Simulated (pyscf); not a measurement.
Four-centre exchange: `[Cl][SnH]([Cl])[Cl]` + `[FH]` → `[ClH]` + `[F][SnH]([Cl])[Cl]`

Gas phase, singlet surface, charge 0. Bonds broken: Cl1–Sn2, F6–H7. Bonds formed: Cl1–H7, Sn2–F6. Structures and frequencies: ωB97X-D3(BJ)/def2-SVP in PySCF.

Transition state (Å):

```xyz
7

Cl    -2.1123    -0.1577     1.1179
Sn     0.0258    -0.0283    -0.4953
Cl     0.7192     1.7952     0.7489
Cl    -1.4483     0.4353    -2.2187
H      1.4147    -0.6796    -1.2157
F     -0.2334    -1.8309     0.5461
H     -1.2467    -1.3486     1.0554
```

One imaginary mode, 517i cm⁻¹; descent along it reached the two sides named, in the forms told below.

```json
[
 {"bond": "Cl1–Sn2", "change": "breaks", "reactant side (Å)": "2.349", "saddle": "2.7", "product side": "3.6"},
 {"bond": "F6–H7", "change": "breaks", "reactant side (Å)": "0.934", "saddle": "1.232", "product side": "1.884"},
 {"bond": "Cl1–H7", "change": "forms", "reactant side (Å)": "2.296", "saddle": "1.474", "product side": "1.293"},
 {"bond": "Sn2–F6", "change": "forms", "reactant side (Å)": "2.7", "saddle": "2.098", "product side": "1.945"}
]
```

Electronic energies relative to the separated reactants (kJ/mol):

| level | barrier | reaction energy | reverse barrier |
|---|---|---|---|
| ωB97X-D3(BJ)/def2-TZVP | 71.8 | +40.1 | 31.7 |
| PBE/def2-TZVP | 48.5 | +24.7 | 23.8 |
| r²SCAN/def2-TZVP | 50.8 | +25.9 | 24.8 |
| B3LYP-D3(BJ)/def2-TZVP | 64.9 | +30.1 | 34.8 |
| PBE0-D3(BJ)/def2-TZVP | 64.3 | +36.5 | 27.7 |
| M06-2X/def2-TZVP | 68.7 | +31.6 | 37.1 |
| ωB97M-D3(BJ)/def2-TZVP | 71.8 | +28.3 | 43.5 |
| HF/def2-TZVP | 143.7 | +32.0 | 111.6 |

With ωB97M-D3(BJ)/def2-TZVP energies and thermal terms (ideal gas, 1 atm, RRHO with modes under 100 cm⁻¹ raised to 100, one conformer, R ln 2 for chiral ones without a mode under 150 cm⁻¹), in kJ/mol:

| T (K) | ΔH‡ | ΔG‡ | ΔH | ΔG |
|---|---|---|---|---|
| 298 | 63.6 | 105.4 | +23.0 | +19.6 |
| 600 | 62.6 | 148.4 | +22.5 | +16.4 |
| 900 | 63.9 | 191.0 | +22.5 | +13.3 |
| 1200 | 66.1 | 233.1 | +22.8 | +10.2 |

On the reactant side the descent ends in a complex, 22.6 kJ/mol under the separated species and 94.4 kJ/mol under the saddle at ωB97X-D3(BJ)/def2-TZVP. On the product side the descent ends in a complex, 17.8 kJ/mol under the separated species and 49.5 kJ/mol under the saddle at ωB97X-D3(BJ)/def2-TZVP. This is the saddle that the search found; another between the same sides may lie lower. Elements past Kr carry the def2 core potentials, without spin-orbit coupling.
